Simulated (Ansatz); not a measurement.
# Al2B: the cost of one run

Computed with Ansatz 0.2.0, Gaussian basis. Level: def2-TZVPP, core rule «outside noble gas», up to 11 orbitals frozen.

Plan: UHF; ROHF; CCSD(T) on UHF.

2 further runs of the same task are left out: 2 set aside as unsound or not needed.

## 1. What is computed

The geometry is a PBE0/def2-TZVP stationary point (not a proven minimum) of the parent state, kept for this charge and spin.

3 atoms, charge 0, spin multiplicity 4.

Atoms are counted from 1 here; the program's logs count them from 0.

Bond lengths: Al1–B2 2.081 Å, B2–Al3 2.081 Å. Angles: Al1–B2–Al3 180.0°.

## 2. UHF

File in.yaml:

```yaml
crystal:
  periodic: [false, false, false]
  atoms:
    - {symbol: Al, position_ang: [0.000000, 0.000000, 2.080901]}
    - {symbol: B, position_ang: [0.000000, 0.000000, 0.000000]}
    - {symbol: Al, position_ang: [0.000000, 0.000000, -2.080901]}
basis:
  gaussian: {orbitals: def2-TZVPP}
magnetization: {spin_polarized: true, initial_magnetization: 3}
hamiltonian: {xc: hf}
output: {orbitals: {seedname: orbitals}}
```

Launch:

```
$ ansatz run in.yaml --threads 1 --pin off --events-out ev --progress --plain --max-ram 4096MiB --backend cpu
```

Q: Estimate wall time and peak memory on 1 thread of AMD EPYC 7R13, shared host.

About 11 s, with a peak of 0.29 GiB.
